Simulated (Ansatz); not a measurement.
Correlation energies of C$_{3}$H$_{4}$S (`C=C1CS1`) by basis set

```xyz
8

C     1.415    0.000   -0.093
C     0.147    0.149    0.231
C    -1.229   -0.133   -0.133
S    -0.931    0.829    1.399
H     2.208    0.411    0.518
H     1.686   -0.544   -0.990
H    -1.680    0.423   -0.949
H    -1.616   -1.136    0.019
```

Charge 0, multiplicity 1. All single points use the PBE0-D4/def2-TZVP geometry. Frozen core, restricted reference, Ansatz 0.2.0. CBS rows extrapolate triple and quadruple zeta; past MP2 they add the triple-zeta difference.

```csv
basis,HF (Eh),MP2 corr.,CCSD corr.,(T),CCSD(T) total
def2-SVP,?,-0.52971,?,-0.02229,?
def2-TZVPP,-513.45375,-0.65893,-0.69018,-0.03542,-514.17935
def2-QZVPP,-513.47000,?,–,–,–
CBS(def2),-513.47223,-0.73895,?,as TZ,?
```

Problem. Fill in the withheld values. (Best estimate.)

Solution. Computed: def2-SVP HF (Eh): -513.18391; def2-SVP CCSD corr.: -0.56796; def2-SVP CCSD(T) total: -513.77416; def2-QZVPP MP2 corr.: -0.70489; CBS(def2) CCSD corr.: -0.77020; CBS(def2) CCSD(T) total: -514.27785.
